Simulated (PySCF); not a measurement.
BFH5P.
SMILES: `[PH2+]([BH3-])F`

Level of theory: MP2 and CCSD/aug-cc-pVDZ in PySCF, restricted Hartree–Fock reference, frozen core, non-relativistic, gas phase, PBE0-D3(BJ)/def2-SVP geometry.

E(HF) = -467.76930 Eh.

Problem. How large is the problem?

Solution. 118 basis functions and 34 electrons; 7 orbitals frozen, which leaves o = 10 correlated occupied and v = 101 virtual orbitals. That is o·v = 1010 singles and o·v(o·v + 1)/2 = 510555 distinct closed-shell doubles amplitudes before symmetry; the costliest CCSD step grows as o²v⁴ = 1.0 × 10^10.

Problem. What are the MP2 and CCSD correlation energies?

Solution. MP2 -0.4565 Eh and CCSD -0.4970 Eh, which gives totals of -468.22577 and -468.26629 Eh. That is 0.676 eV for each correlated electron at CCSD (1305 kJ/mol in all, 0.106 % of the total energy); MP2 gives 91.8 % of the CCSD value.

Problem. What is the T1 diagnostic?

Solution. 0.0134, below the customary warning level of 0.02. It is the norm of the spatial-orbital singles amplitudes over the root of the number of correlated electrons, so the norm is 0.060.

Problem. How does correlation change the dipole moment?

Solution. HF gives 3.23 D and CCSD (unrelaxed density) 3.07 D, a change of -0.16 D.

Connected triples and the basis-set limit are missing.
